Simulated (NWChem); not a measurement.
System: hydrogen peroxide (H$_{2}$O$_{2}$); SMILES OO

Here is an NWChem input.

```
start job
memory heap 200 mb stack 900 mb global 1100 mb
geometry units angstroms noautoz
  O      0.045630    -0.726373    -0.125929
  O     -0.045633     0.726366    -0.125912
  H     -0.761842    -0.941606     0.373957
  H      0.761845     0.941612     0.373958
end
basis spherical
  O library 6-31g*
  H library 6-31g*
end
dft
  xc xpbe96 cpbe96
  iterations 150
  mulliken
end
task dft energy
```

Structure relaxed at the B3LYP/6-31G* (spherical d) level.

Task: Give the results of this calculation. (PBE/6-31G* (spherical d).) Quantities: energy (Ha); highest occupied level (eV); orbital gap (eV); dipole (D).

Result: The energy (Ha) comes out as -151.38. The highest occupied level (eV) is -5.58. The orbital gap (eV) comes out as 5.15 and the dipole (D) comes out as 1.77.
